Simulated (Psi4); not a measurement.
Complex: C2H2 (SMILES C#C) (first 4 atoms) with H2O (SMILES O); geometry from S66by8 set.
(charge 0, multiplicity 1):
```xyz
7

C     -1.108     0.046     0.036
H     -0.042     0.016     0.012
C     -2.319     0.080     0.064
H     -3.380     0.111     0.088
O      2.411    -0.078    -0.062
H      2.981    -0.668     0.435
H      2.983     0.273    -0.747
```

All values below come from SAPT0/jun-cc-pV(D+d)Z (Psi4).

**Question.** Which attractive term is largest, and how does the interaction split up?

**Answer.** electrostatics -13.1, exchange 5.0, induction -2.0, dispersion -2.3, total -12.3 kJ/mol; the largest attraction is electrostatics.
